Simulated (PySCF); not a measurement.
Gas-phase reaction: 2 Si₂H₆ + 2 SiHCl₂ → i-Si₄H₁₀ + 2 SiH₂Cl₂

Computed with PySCF and rigid-rotor harmonic-oscillator thermochemistry at 1 bar. † marks an energy on the PBE0/def2-TZVP geometry and frequencies; other levels use their own. MP2 freezes the core. 6-31G* has spherical d functions here. Open shells (unrestricted): SiHCl₂ (multiplicity 2); the rest are closed-shell singlets. B3LYP is the form with VWN-RPA correlation. SiHCl₂: computed as isolated molecules; such fragments, hydroxides, amides, oligomers or adducts are transient or little studied in the gas. MP2 isn't extrapolated to the basis-set limit; its ΔH°(298 K) is -332.8 kJ in def2-SVP and -341.8 kJ in def2-TZVPP. The harmonic model lacks anharmonicity and excited electronic states, which grow with temperature; levels with a mode under 35 cm⁻¹ are left out. Internal rotation in Si₂H₆, i-Si₄H₁₀ is treated as a harmonic vibration of one conformer, which makes the entropy rough.

| level | ΔE electronic, kJ | ΔH°(298 K), kJ | ΔS°(298 K), J/K | ΔG°(2000 K), kJ |
|---|---|---|---|---|
| B3LYP/def2-TZVP† | -304 | -293 | -159 | 0 |
| BLYP/def2-TZVP† | -285 | -274 | -159 | 19 |
| HF/6-31G* | -264 | -252 | -158 | 40 |
| M06-2X/def2-TZVP† | -327 | -316 | -159 | -23 |
| MP2/def2-SVP† | -344 | -333 | -159 | -40 |
| PBE/def2-SVP | -312 | -301 | -161 | -4 |
| PBE0/def2-TZVP | -323 | -312 | -159 | -19 |
| r2SCAN/def2-TZVP† | -316 | -305 | -159 | -12 |
| LDA/def2-TZVP† | -354 | -343 | -159 | -50 |
| ωB97X-V/def2-TZVP† | -352 | -341 | -159 | -48 |
ΔH° is lowest at LDA/def2-TZVP† and highest at HF/6-31G*. No reference value is set beside these.
